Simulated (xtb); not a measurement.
xtb input (GFN1-xTB):

```bash
xtb mol.xyz --gfn 1 --sp --chrg -1 --uhf 0
```
mol.xyz:
```
9

C      1.16910222    -0.36617596     0.02828903
C     -0.10408161     0.53431809     0.00128847
N     -1.34669152    -0.13737348     0.07933010
H      2.11280067     0.21329900     0.02223681
H      1.14463869    -1.00560646     0.91783451
H      1.17011329    -1.02478128    -0.84891733
H      0.06656603     1.21425004    -0.89406259
H     -0.00646576     1.21717278     0.86877351
H     -1.45093600    -0.66157262    -0.79864059
```

End of the output:

```
         :::::::::::::::::::::::::::::::::::::::::::::::::::::
         ::                     SUMMARY                     ::
         :::::::::::::::::::::::::::::::::::::::::::::::::::::
         :: total energy             -10.791875398496 Eh    ::
         :: gradient norm              0.026742016124 Eh/a0 ::
         :: HOMO-LUMO gap              3.292123773489 eV    ::
         ::.................................................::
         :: SCC energy               -10.901509471113 Eh    ::
         :: -> electrostatic           0.190677689564 Eh    ::
         :: repulsion energy           0.111566465853 Eh    ::
         :: dispersion energy         -0.001932393236 Eh    ::
         :: halogen bond corr.         0.000000000000 Eh    ::
         :: add. restraining           0.000000000000 Eh    ::
         :: total charge              -1.000000000000 e     ::
         :::::::::::::::::::::::::::::::::::::::::::::::::::::

           -------------------------------------------------
          |                Property Printout                |
           -------------------------------------------------

    * Orbital Energies and Occupations

         #    Occupation            Energy/Eh            Energy/eV
      -------------------------------------------------------------
         1        2.0000           -0.4271211             -11.6226
         2        2.0000           -0.4122942             -11.2191
         3        2.0000           -0.3588641              -9.7652
         4        2.0000           -0.3228431              -8.7850
         5        2.0000           -0.3143641              -8.5543
         6        2.0000           -0.2656930              -7.2299
         7        2.0000           -0.2581522              -7.0247
         8        2.0000           -0.2067823              -5.6268
         9        2.0000           -0.1070947              -2.9142
        10        2.0000           -0.0473869              -1.2895 (HOMO)
        11                          0.0735965               2.0027 (LUMO)
        12                          0.1166729               3.1748
        13                          0.1308356               3.5602
        14                          0.1386867               3.7739
        15                          0.1738682               4.7312
        16                          0.2153822               5.8608
Note: The following floating-point exceptions are signalling: IEEE_DENORMAL
normal termination of xtb
        17                          0.3141638               8.5488
        18                          0.3914381              10.6516
        19                          0.4285814              11.6623
        20                          0.4717126              12.8360
        21                          0.5292647              14.4020
       ...                                ...                  ...
        24                          0.6925949              18.8465
      -------------------------------------------------------------
                  HL-Gap            0.1209833 Eh            3.2921 eV
             Fermi-level            0.0131048 Eh            0.3566 eV

  Mulliken/CM5 charges         n(s)   n(p)   n(d)
     1C    -0.10699 -0.25072   1.022  3.085  0.000
     2C     0.15902  0.11849   0.987  2.854  0.000
     3N    -0.87151 -1.14177   1.541  4.330  0.000
     4H    -0.04859  0.00036   1.049  0.000  0.000
     5H    -0.02531  0.02734   1.025  0.000  0.000
     6H    -0.02835  0.02385   1.028  0.000  0.000
     7H    -0.09128 -0.03513   1.091  0.000  0.000
     8H    -0.07206 -0.00930   1.072  0.000  0.000
     9H     0.08507  0.26686   0.915  0.000  0.000

Wiberg/Mayer (AO) data.
largest (>0.10) Wiberg bond orders for each atom

 ---------------------------------------------------------------------------
     #   Z sym  total        # sym  WBO       # sym  WBO       # sym  WBO
 ---------------------------------------------------------------------------
     1   6 C    3.971 --     6 H    0.988     5 H    0.987     4 H    0.987
                             2 C    0.943
     2   6 C    3.979 --     3 N    1.102     8 H    0.975     7 H    0.950
                             1 C    0.943
     3   7 N    2.327 --     2 C    1.102     9 H    1.004
     4   1 H    1.019 --     1 C    0.987
     5   1 H    1.048 --     1 C    0.987
     6   1 H    1.039 --     1 C    0.988
     7   1 H    1.016 --     2 C    0.950
     8   1 H    1.045 --     2 C    0.975
     9   1 H    1.017 --     3 N    1.004
 ---------------------------------------------------------------------------

Topologies differ in total number of bonds
Writing topology from bond orders to xtbtopo.mol

 dipole moment from electron density (au)
     X       Y       Z
   2.0314   0.0356  -0.6631  total (Debye):    5.432

           -------------------------------------------------
          | TOTAL ENERGY              -10.791875398496 Eh   |
          | GRADIENT NORM               0.026742016124 Eh/α |
          | HOMO-LUMO GAP               3.292123773489 eV   |
           -------------------------------------------------

------------------------------------------------------------------------
------------------------------------------------------------------------
 total:
 SCF:
```

It need not be the lowest isomer of its formula. Whether it binds its extra electron was not tested at this geometry.
